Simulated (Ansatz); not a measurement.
Input for Ansatz (development build ahead of 0.2.0):

```yaml
crystal:
  periodic: [false, false, false]
  atoms:
    - { symbol: H, position_ang: [0.0, 0.0, 0.45] }
    - { symbol: F, position_ang: [0.0, 0.0, -0.45] }
basis:
  gaussian: { orbitals: "6-31G" }
total_charge: 1
magnetization:
  initial_magnetization: 1
hamiltonian:
  xc: hf
correlation:
  method: ccsd_t
  frozen_orbitals: { F: 1, H: 0 }
```

The input is written out in the form of the current development build from the run's settings. Correlation on restricted open-shell orbitals is semicanonical, with singles.

The run gave:

| Item | Value |
| --- | --- |
| Converged | yes |
| Reference energy | -99.45508 hartree |
| CCSD correlation energy | -0.09216 hartree |
| Triples correction | -0.00062 hartree |
| Total energy | -99.54785 hartree |
| Spin squared of the determinant | 0.750 |
